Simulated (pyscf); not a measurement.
Single points on ωB97X-D3(BJ)/def2-SVP structures (PySCF, gas phase).

For the elementary gas-phase step H₃Si–SeH + hydrogen fluoride (HF) -> H₂Se + F–SiH₃ (singlet surface; Se–Si, F–H broken, H–Se, F–Si formed), what barrier and reaction energy does ωB97X-D3(BJ)/def2-TZVP give, measured from the separated reactants?

ΔE‡ = 106.1 kJ/mol, ΔE = -57.5 kJ/mol. CCSD(T)/def2-TZVPP + ΔMP2(QZVPP) gives 115.6 kJ/mol and -66.4 kJ/mol. Zero-point energy shifts the barrier by +1.0 kJ/mol. It is a four-centre exchange, with an imaginary mode of 548i cm⁻¹. On the reactant side the descent ends in a complex, 23.8 kJ/mol under the separated species and 129.9 kJ/mol under the saddle at ωB97X-D3(BJ)/def2-TZVP. One saddle was located; it need not be the lowest between these sides. The CCSD(T) − MP2 part came from Ansatz, without density fitting, on the same reference. The frozen core leaves the outer d or s,p core shells of the metals and heavy elements correlated in the MP2 and CC values, and def2-TZVPP describes them poorly, which can shift differences by a few kcal/mol. Elements up to Kr have no core potential and no relativistic terms here.
